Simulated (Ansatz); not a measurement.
Geometry optimisation, RKS PBE0/def2-SVPD (Ansatz).

input.yaml

```yaml
crystal:
  periodic: [false, false, false]
  atoms:
    - { symbol: C, position_ang: [-0.2542, 0.5392, -0.89] }
    - { symbol: "N", position_ang: [-0.2835, -0.498, 0.0506] }
    - { symbol: C, position_ang: [-1.15892, -1.50765, -0.07509] }
    - { symbol: O, position_ang: [-2.10726, -1.6233, -0.96723] }
    - { symbol: H, position_ang: [-0.7344, 0.2079, -1.8517] }
    - { symbol: H, position_ang: [-0.9237, 1.4048, -0.5012] }
    - { symbol: H, position_ang: [0.7349, 0.9616, -1.0788] }
    - { symbol: H, position_ang: [0.40022, -0.56755, 0.73098] }
    - { symbol: H, position_ang: [-1.0837, -2.30594, 0.7081] }
basis:
  gaussian: { orbitals: def2-SVPD }
hamiltonian:
  xc: pbe0
relax:
  f_tol: 0.015
  max_steps: 40
```

Launched with:

```bash
$ ansatz run input.yaml --threads 2 --pin off --max-ram 3072MiB --backend cpu --events-out ev --progress --plain --runs-dir out
```

Problem. Where does it end, and by what steps?

Solution. The run converged. The force dipped under the threshold on the way, but the program's further checks kept it going. After 17 steps the energy has fallen by 0.510 eV; H6 moved furthest, 0.33 Å.

```
step  energy less start (eV)  largest force component (eV/Å)  accepted
   0                  0.0000                           4.301       yes
   1                 -0.4395                           1.620       yes
   2                 -0.4095                           1.609        no
   3                 -0.4990                           0.219       yes
   4                 -0.4918                           0.463        no
   5                 -0.5048                           0.031       yes
   6                 -0.5052                           0.025       yes
   7                 -0.5068                           0.090       yes
   8                 -0.5071                           0.141       yes
   9                 -0.5054                           0.194        no
  10                 -0.5087                           0.045       yes
  11                 -0.5095                           0.009       yes
  12                 -0.5099                           0.071       yes
  13                 -0.5101                           0.026       yes
  14                 -0.5103                           0.005       yes
  15                 -0.5103                           0.033       yes
  16                 -0.5090                           0.134        no
  17                 -0.5104                           0.011       yes
```

```xyz
9
Properties=species:S:1:pos:R:3
C -0.300 0.596 -0.891
N -0.358 -0.493 0.051
C -1.146 -1.580 -0.124
O -1.881 -1.768 -1.070
H -0.974 0.354 -1.721
H -0.626 1.540 -0.432
H 0.718 0.728 -1.287
H 0.208 -0.457 0.886
H -1.051 -2.309 0.712
```

Whether the end is a true minimum wasn't checked by a vibrational analysis.

Time of the run: 38 s on 2 threads of Arm Neoverse V1 (shared host), peak memory 0.22 GiB.
